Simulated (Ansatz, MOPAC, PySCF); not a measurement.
System: C4H5, charge 0, multiplicity 2. SMILES: C1[C]=CC1
Geometry: optimised at B3LYP-D3(BJ)/def2-TZVP (Ansatz, a quantum-chemistry and plane-wave program).

Wanted: size of the dipole moment, in D. Conventions: six Cartesian d functions in 6-31G* and its kin unless marked 5d; non-relativistic; spin-orbit terms left out; dispersion terms only where a functional's name holds one; open shells spin-unrestricted. First-principles rows: single points at B3LYP-D3(BJ) geometries (Ansatz). Semi-empirical rows: dipoles at the shared geometry.

| level | program | size of the dipole moment (D) |
|---|---|---|
| AM1 | MOPAC | 1.44 |
| PM3 | MOPAC | 1.25 |
| PM6 | MOPAC | 1.38 |
| SVWN5/6-31G* | Ansatz | 1.50 |
| PBE/STO-3G | Ansatz | 0.94 |
| BP86/def2-SVP | PySCF | 1.49 |
| B3LYP/STO-3G | Ansatz | 0.85 |
| B3LYP/6-31+G* | Ansatz | 1.57 |
| M06-2X/6-31G* (5d) | PySCF | 1.22 |

No value to compare with is used here. The 9 habitual levels span 0.85 (B3LYP/STO-3G) to 1.57 D (B3LYP/6-31+G*).

The levels are drawn from those run, B3LYP/6-31G* more often than the rest, none by its result; runs whose electronic state is in doubt are left out.
